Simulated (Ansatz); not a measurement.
Species: tetrafluoromethane, CF4, net charge 0, singlet state. SMILES: FC(F)(F)F
Geometry: optimised at B3LYP-D3(BJ)/def2-TZVP (Ansatz, a quantum-chemistry and plane-wave program).

HF/3-21G beside other levels, property by property. Conventions: frozen cores in correlated levels; no dispersion term unless named; no spin-orbit coupling; non-relativistic; atomisation electronic, to ground-state atoms; UHF or UKS for open shells. CBS marks a two-point X^-3 extrapolation of the correlation energy; Hartree-Fock from the larger set. The bracket is a focal-point correction in the basis named. First-principles rows: single points at B3LYP-D3(BJ) geometries (Ansatz), with unscaled harmonic terms from B3LYP/6-31G* at its own minima, enthalpies of formation by atomisation with measured atoms.

Measured values: Active Thermochemical Tables 1.112 (ions: stationary electron), as tabulated in the package chemicals; they hold spin-orbit and core effects, anharmonicity. Coupled cluster (Ansatz) is a level with limits of its own, used here on species with T1 under 0.025 (0.045 for open shells) and stable references: RI-MP2/CBS(aug-cc-pVTZ,aug-cc-pVQZ)+[CCSD(T)-MP2]/aug-cc-pVTZ.

| property | HF/3-21G (Ansatz) | HF/STO-3G (Ansatz) | PBE/def2-TZVPD (Ansatz) | B3LYP-D3(BJ)/def2-TZVPD (Ansatz + dftd3) | to compare with |
|---|---|---|---|---|---|
| enthalpy of formation at 298 K (kcal/mol) | -19.8 | -15.6 | -249.2 | -216.2 | -223.1 measured |
| atomisation energy (kcal/mol) | 273.1 | 268.9 | 502.4 | 469.4 | 478.8 coupled cluster |
| C-F bond dissociation enthalpy at 298 K, to F[C](F)F + F atom (kcal/mol) | 84.8 | 66.8 | 129.1 | 123.6 | 130.2 measured |

As the rows show:
- enthalpy of formation at 298 K: HF/3-21G lies 203.3 kcal/mol above the measured value.
- atomisation energy: HF/3-21G lies 205.7 kcal/mol below coupled cluster.
- C-F bond dissociation enthalpy at 298 K, to F[C](F)F + F atom: HF/3-21G lies 45.4 kcal/mol below the measured value.

The properties are those with a value to compare with, at most eight drawn at random. No case is left out for the size of its miss. Left out are saddle points of the reference geometry, anions that the best level run finds unbound, excited spin states, species near biochemistry, cases with under five habitual levels, runs that failed or whose electronic state is in doubt, and table entries that another table contradicts.
